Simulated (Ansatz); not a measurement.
# Cr (Cr, bcc): the cost of one run

Program: Ansatz 0.2.0. Level of theory: DFT PBE, plane waves with PAW, scalar-relativistic. These are calculated values, not measurements.

## 1. Starting point

The structure is cubic, space group Im-3m (No. 229). Conventional cell: a = 2.848 Å, b = 2.848 Å, c = 2.848 Å, α = 90.00°, β = 90.00°, γ = 90.00°. Cr (site symmetry m-3m) has 8 Cr at 2.47 Å as nearest neighbours.

Structure file:

```cif
data_structure
_symmetry_space_group_name_H-M 'P 1'
_symmetry_Int_Tables_number 1
_cell_length_a 2.4665
_cell_length_b 2.4665
_cell_length_c 2.4665
_cell_angle_alpha 109.471
_cell_angle_beta 109.471
_cell_angle_gamma 109.471
_cell_volume 11.55
loop_
_atom_site_label
_atom_site_type_symbol
_atom_site_fract_x
_atom_site_fract_y
_atom_site_fract_z
_atom_site_occupancy
Cr1 Cr 0.00000 0.00000 0.00000 1
```

The atoms start with moments of +1.5 μB.

## 2. With a width of 0.01 eV

The run at 0.01 eV.

The input, input.yaml:

```yaml
crystal:
  lattice:
    - [-1.4240148648, 1.4240148648, 1.4240148648]
    - [1.4240148648, -1.4240148648, 1.4240148648]
    - [1.4240148648, 1.4240148648, -1.4240148648]
  atoms:
    - { symbol: Cr, position: [0.0, 0.0, 0.0], spin: 1.5 }
hamiltonian:
  xc: pbe
  pseudopotentials:
    kind: paw
    azcp:
      Cr: "pseudopotentials/Cr.paw.azcp"
basis:
  ecutwfc: 420
  fft_grid_basis: typed
kpoints:
  mp_grid: { grid: [15, 15, 15], shift: [0, 0, 0] }
magnetization:
  spin_polarized: true
scf:
  occupations: { method: cold, width: 0.01 }
  lower_state_search: "off"
output:
  stress: true
```

Run with:

```bash
ansatz run input.yaml --threads 1 --pin off --max-ram 3584MiB --backend cpu --events-out ev --progress --plain --runs-dir out
```

**Question.** How long does this run take on 1 thread of Intel Xeon Platinum 8259CL at 2.50GHz (Skylake/Cascade Lake), shared host, and how much memory does it need?

About 7.3 s, with a peak of 0.39 GiB.
